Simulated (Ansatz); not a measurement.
# AlNH+ (quintet): from Hartree-Fock to the top rungs, cc-pVTZ

Aim: climb from Hartree-Fock through coupled cluster for AlNH+ (quintet) at one geometry and basis, and see what each rung misses.

The runs use Ansatz 0.2.0, Gaussian basis; cc-pVTZ, correlated electrons: outside noble gas.

Plan: UHF; CCSD(T) on ROHF; CCSD(T) on UHF; BCCD(T) on ROHF; CCSDT(Q) on ROHF; CCSDT(Q) on UHF.

## 1. What is computed

The geometry is a PBE0/def2-TZVP stationary point (not a proven minimum) of the parent state, kept for this charge and spin.

3 atoms, charge 1, spin multiplicity 5.

Atoms are counted from 1 here; the program's logs count them from 0.

Bond lengths: Al1–N2 1.909 Å, N2–H3 1.029 Å. Angles: Al1–N2–H3 108.4°.

In the tables R marks a restricted open-shell determinant and U an unrestricted one; correlation energies count from the lowest restricted Hartree-Fock solution.

## 2. UHF

in.yaml reads:

```yaml
crystal:
  periodic: [false, false, false]
  atoms:
    - {symbol: Al, position_ang: [0.000000, -0.031887, 0.689947]}
    - {symbol: N, position_ang: [0.000000, 0.120874, -1.212902]}
    - {symbol: H, position_ang: [0.000000, -0.826124, -1.614269]}
basis:
  gaussian: {orbitals: cc-pVTZ}
total_charge: 1
magnetization: {spin_polarized: true, initial_magnetization: 4}
hamiltonian: {xc: hf}
output: {orbitals: {seedname: orbitals}}
```

On the command line:

```sh
$ ansatz run in.yaml --threads 1 --pin off --events-out ev --progress --plain --max-ram 2560MiB --backend cpu
```

Further steps of the session: CCSD(T) on ROHF; CCSD(T) on UHF; BCCD(T) on ROHF; CCSDT(Q) on ROHF; CCSDT(Q) on UHF.

Before running them: what should the planned runs give, taken together? Wanted: correlation energy, UCCSDT(Q); RMP2 from UCCSDT(Q); UMP2 from UCCSDT(Q); RCCSD from UCCSDT(Q); RCCSD(T) from UCCSDT(Q); UCCSD(T) from UCCSDT(Q); RCCSDT(Q) from UCCSDT(Q); T1 diagnostic.

As calculated:

```
                                      quantity                                                   value
                 correlation energy, UCCSDT(Q)                                              -4.8236 eV
                           RMP2 from UCCSDT(Q)                                              +715.8 meV
                           UMP2 from UCCSDT(Q)                                              +720.0 meV
                          RCCSD from UCCSDT(Q)                                              +146.7 meV
                       RCCSD(T) from UCCSDT(Q)                                               +23.7 meV
                       UCCSD(T) from UCCSDT(Q)                                               +19.7 meV
                      RCCSDT(Q) from UCCSDT(Q)                                                +4.5 meV
levels of the table within 1 kcal/mol (43 meV)  RCCSD(T), UCCSD(T), BCCD(T), RCCSDT, UCCSDT, RCCSDT(Q)
                                 T1 diagnostic                                                   0.019
```

**Reading.** RCCSD(T) lands +23.7 meV from the yardstick (0.5 % of the correlation energy). These misses are within one basis, not against nature; the frozen cores of restricted and unrestricted runs differ, which can shift their rows.
